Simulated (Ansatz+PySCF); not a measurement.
Values are calculated unless marked as measured or tabulated.
This PySCF input gave a total energy of -196.10260 hartree.

```python
from pyscf import gto, scf

mol = gto.M(atom="""
C 0.000000 0.000000 0.000000
C 0.954700 0.954700 0.954700
C 0.954700 -0.954700 -0.954700
C -0.954700 0.954700 -0.954700
C -0.954700 -0.954700 0.954700
H 0.297230 1.656320 1.656320
H 1.656320 0.297230 1.656320
H 1.656320 1.656320 0.297230
H 0.297230 -1.656320 -1.656320
H 1.656320 -0.297230 -1.656320
H 1.656320 -1.656320 -0.297230
H -1.656320 0.297230 -1.656320
H -1.656320 1.656320 -0.297230
H -0.297230 1.656320 -1.656320
H -1.656320 -1.656320 0.297230
H -0.297230 -1.656320 1.656320
H -1.656320 -0.297230 1.656320
""", basis='def2-svp', charge=0, spin=0)
mf = scf.RHF(mol)
mf.init_guess = 'huckel'
mf.kernel()
while True:  # follow internal instabilities
    mo, _, stable, _ = mf.stability(return_status=True)
    if stable: break
    mf.kernel(mf.make_rdm1(mo, mf.mo_occ))
print(mf.converged, mf.e_tot, mf.spin_square()[0])
```

Task: Write an input for Ansatz with the same method and basis set.

Result:

```yaml
crystal:
  periodic: [false, false, false]
  atoms:
    - { symbol: C, position_ang: [0.0, 0.0, 0.0] }
    - { symbol: C, position_ang: [0.9547, 0.9547, 0.9547] }
    - { symbol: C, position_ang: [0.9547, -0.9547, -0.9547] }
    - { symbol: C, position_ang: [-0.9547, 0.9547, -0.9547] }
    - { symbol: C, position_ang: [-0.9547, -0.9547, 0.9547] }
    - { symbol: H, position_ang: [0.29723, 1.65632, 1.65632] }
    - { symbol: H, position_ang: [1.65632, 0.29723, 1.65632] }
    - { symbol: H, position_ang: [1.65632, 1.65632, 0.29723] }
    - { symbol: H, position_ang: [0.29723, -1.65632, -1.65632] }
    - { symbol: H, position_ang: [1.65632, -0.29723, -1.65632] }
    - { symbol: H, position_ang: [1.65632, -1.65632, -0.29723] }
    - { symbol: H, position_ang: [-1.65632, 0.29723, -1.65632] }
    - { symbol: H, position_ang: [-1.65632, 1.65632, -0.29723] }
    - { symbol: H, position_ang: [-0.29723, 1.65632, -1.65632] }
    - { symbol: H, position_ang: [-1.65632, -1.65632, 0.29723] }
    - { symbol: H, position_ang: [-0.29723, -1.65632, 1.65632] }
    - { symbol: H, position_ang: [-1.65632, -0.29723, 1.65632] }
basis:
  gaussian: { orbitals: def2-SVP }
hamiltonian:
  xc: hf
```

Ansatz (development build ahead of 0.2.0) gave -196.10259 hartree, 0.14 meV from the first.
